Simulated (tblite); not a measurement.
Species: C5H6O.
Geometry (GFN2-xTB, Å), atoms numbered from 1 in this order:
```
atom  x, y, z in Å
C1     2.140    0.663    0.213
C2     1.246   -0.229   -0.050
C3     0.325   -1.116   -0.311
C4    -1.126   -0.847   -0.256
C5    -1.516    0.557    0.134
O6    -1.936   -1.708   -0.510
H7     2.551    1.298   -0.556
H8     2.528    0.805    1.209
H9     0.598   -2.125   -0.590
H10   -1.094    1.265   -0.575
H11   -1.118    0.788    1.120
H12   -2.598    0.649    0.145
```

Level: GFN2-xTB in tblite, geometry and Hessian alike; calculated harmonic values, unscaled, isolated species. This tight-binding method is rough: wavenumbers can miss measured ones by several per cent, in bad cases by 10 to 20. One conformer, not necessarily the lowest.

Harmonic wavenumbers (cm⁻¹): 60.9, 96.8, 133.9, 326.8, 339.5, 392.6, 489.3, 544.2, 614.0, 820.5, 858.6, 860.6, 939.8, 993.7, 1000.5, 1103.7, 1204.2, 1290.6, 1368.5, 1415.7, 1452.8, 1457.6, 1735.6, 2067.5, 3031.0, 3037.0, 3050.9, 3059.1, 3077.9, 3085.7.

A = 8689, B = 2253, C = 1831 MHz; mass 82.042 u (most abundant isotopes); point group Cs, symmetry number 1.

Problem. Zero-point energy?

Solution. ½Σν̃ = 19955 cm⁻¹ = 238.71 kJ/mol.

Problem. Give the ideal-gas entropy at 350 K and 1 bar in the rigid-rotor, harmonic-oscillator model (classical rotation).

Solution. Translation 167.15, rotation 113.28, vibration 84.24: S = 364.7 J/(mol K).

Problem. And Cp and H(350 K) − H(0)?

Solution. Cp = 121.13 J/(mol K), of which vibrations give 87.87 (their classical limit is 30 R = 249.4); H(350 K) − H(0) = 27.11 kJ/mol without the zero-point energy, 15.47 from vibrations.

Problem. How do the functions run with temperature in this model?

Solution. 
```csv
T (K),S (J/(mol K)),Cp (J/(mol K)),H − H(0) (kJ/mol),G − H(0) (kJ/mol),ln q(vib)
50,223.3,47.1,1.93,-9.24,0.28
100,259.8,59.2,4.59,-21.39,1.00
298.15,346.3,108.5,21.16,-82.09,4.03
373.15,372.6,126.5,29.98,-109.06,5.17
500,413.4,152.7,47.75,-158.95,7.08
750,482.8,189.6,90.87,-271.26,10.72
1000,541.0,214.2,141.54,-399.44,14.11
```

q(vib) and H(0) count from the zero-point level.

Problem. Blend soft modes into free rotors: weight 1/[1 + (100 cm⁻¹/ν̃)⁴] for the oscillator and the rest for a rotor with moment μB/(μ + B), μ = h/(8π²ν), B = 10⁻⁴⁴ kg m². What vibrational entropy results?

Solution. 77.51 J/(mol K) in place of 84.24, which changes −T·S at 350 K by +2.36 kJ/mol.

Problem. Which modes carry the vibrational entropy at 350 K?

Solution. 60.9 cm⁻¹: 19.85; 96.8 cm⁻¹: 16.03; 133.9 cm⁻¹: 13.38; 326.8 cm⁻¹: 6.46; 339.5 cm⁻¹: 6.19; 392.6 cm⁻¹: 5.18 J/(mol K); the other 24 give 17.15 together.

Problem. What must be added to the electronic energy to get the Gibbs energy at 350 K and 1 bar?

Solution. ZPE + [H(350 K) − H(0)] − T·S = 238.71 + 27.11 − 127.64 = 138.18 kJ/mol.

Hindered rotation and anharmonicity are outside this model. Other conformers, if any are populated, would add a mixing term that is left out.
